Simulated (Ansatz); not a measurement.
A run of Ansatz (development build ahead of 0.2.0) on triplet CH2 at this shape:

```yaml
atoms:
  - { symbol: C, position_ang: [0.0000, 0.0000, -0.1144] }
  - { symbol: H, position_ang: [0.0000, 1.0843, 0.3432] }
  - { symbol: H, position_ang: [0.0000, -1.0843, 0.3432] }
```

Its results:

```json
{
 "Converged": "yes",
 "Reference energy": "-38.92479 hartree",
 "Correlation energy": "-0.11395 hartree",
 "Total energy": "-39.03875 hartree",
 "Spin squared of the determinant": "2.020"
}
```

Task: Which input gives this output? Name the method, the orbitals and the basis set, and write the input.

Result: UHF-MP2 in def2-TZVP.

```yaml
crystal:
  periodic: [false, false, false]
  atoms:
    - { symbol: C, position_ang: [0.0, 0.0, -0.11439] }
    - { symbol: H, position_ang: [0.0, 1.08428, 0.34318] }
    - { symbol: H, position_ang: [0.0, -1.08428, 0.34318] }
basis:
  gaussian: { orbitals: def2-TZVP }
magnetization:
  spin_polarized: true
  initial_magnetization: 2
hamiltonian:
  xc: hf
correlation:
  method: mp2
  frozen_orbitals: { C: 1, H: 0 }
```
